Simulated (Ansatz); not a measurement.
## hcp Mo (model structure)

Method: r²SCAN+rVV10 (plane waves, PAW; Ansatz, a first-principles code).

Settings: plane-wave cutoff 500 eV, 30×30×16 k mesh (along the axes of the cell as run), Fermi–Dirac smearing 0.1 eV, no spin polarisation, scalar-relativistic PAW data made under PBE.

Cell (relaxed at this level):

```
CELL_PARAMETERS angstrom
      1.36641    -2.36669     0.00000
      1.36641     2.36669     0.00000
      0.00000     0.00000     4.90272
ATOMIC_POSITIONS crystal
  Mo 0.33333 0.66667 0.25000
  Mo 0.66667 0.33333 0.75000
```

For hcp Mo (model structure), the band gap is zero (no gap).

Note: the relaxation could raise the start's symmetry but not lower it, so the cell can be a saddle point.

Spin–orbit coupling is not included.

The computed numbers hold no vibrational or temperature effects.

A model structure was made by putting elements into a prototype or built by hand; it is no filed structure, need not be a known phase, and can be a saddle point held by its symmetry.
